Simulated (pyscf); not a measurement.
Routes from cyclopropane (SMILES C1CC1) + water (H₂O)

Candidate steps break at most two bonds and form at most two. Each was searched with GFN2-xTB (tblite) first. PySCF, gas phase, ωB97X-D3(BJ)/def2-SVP geometries. Correlated levels are frozen-core, on RHF or UHF. ΔMP2 is the change of the MP2 total energy from the triple- to the quadruple-zeta basis. Energies: CCSD(T)/def2-TZVPP + ΔMP2(QZVPP), kJ/mol, from the separated reactants, singlet surface.

```
products                                   type    ΔE‡     ΔE  ΔG‡ 298 K  ΔG‡ 900 K  ν‡ (cm⁻¹)
------------------  ---------------------------  -----  -----  ---------  ---------  ---------
cyclopropane + H₂O         four-centre exchange  317.2    0.0      338.0      409.9      2701i
H₃C–CH₂–CH₂–OH      concerted two-bond exchange  353.3  -80.1      377.8      450.9      1622i
```

Plain bond fissions and candidates not yet searched are not listed, and one of them may be faster. Each barrier is that of the saddle found; lower ones may exist. The CCSD(T) − MP2 part came from Ansatz, without density fitting, on the same reference.
